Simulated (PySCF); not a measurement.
NMR data simulated for an unnamed compound:

1H NMR (400 MHz, computed): δ 5.79 (m, 2H), 2.19 (m, 4H), 0.94 (t, 6H).

13C{1H} NMR (computed): δ 143.2 (CH), 25.3 (CH2), 17.0 (CH3).

Averaged over atoms made equivalent by symmetry, fast rotation or ring inversion, non-relativistic, no solvent, one conformer. NMR shieldings at PBE0/pcSseg-2/GIAO; geometry from PBE0-D3(BJ)/def2-TZVP; PySCF 2.14.

δ = σ(ref) − σ, references computed at the same level: 1H (σ = 31.52 ppm), 13C (σ = 186.03 ppm) against TMS.

Which of these does the molecule contain: a CH3CH2 unit, a ketone, a (CH3)2CH unit, a non-aromatic C=C double bond, a C≡C triple bond?

Answers


- A CH3CH2 unit: yes (δC 17.0, 25.3; δH 0.94 (t), 2.19 (m)).
- A ketone: no.
- A (CH3)2CH unit: no.
- A non-aromatic C=C double bond: yes.
- A C≡C triple bond: no.

The data belong to cis-3-hexene, C$_{6}$H$_{12}$; they needn't prove each group on their own.

Carbon signals by region: 1 in the sp2 and nitrile region (100–160 ppm), 2 below 50 ppm.

Shifts are as computed. Against solution values, carbons near 30 ppm lie about +3 ppm off and those near 130 ppm about +9 ppm. Of 1211 compounds with measured shifts, 218 miss one by over three times the rms of a fit or turn the order of signals round; such compounds aren't used in these exercises. Multiplicities follow the n + 1 count of equivalent neighbours, as no J values were calculated; m marks all less simple cases, F and P coupling included.
